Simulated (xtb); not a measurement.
Species: C2H5NO, SMILES `CC(N)=O` (charge 0, multiplicity 1).

**Question.** Give a relaxed geometry from GFN2-xTB in xtb.

**Answer.** One answer among several that fit: the end point of this relaxation, one of several conformers (outside a Z-matrix the atoms follow the SMILES, hydrogens last).
Z-matrix (Å, degrees):
```
C
O 1 1.2080
N 1 1.3563 2 122.14
H 3 1.0036 1 122.30 2 179.81
H 3 1.0060 4 118.78 1 179.63
C 1 1.5140 2 124.24 3 -179.99
H 6 1.0856 1 109.37 2 0.15
H 6 1.0877 7 109.36 1 -120.49
H 6 1.0878 7 109.34 8 -119.07
```
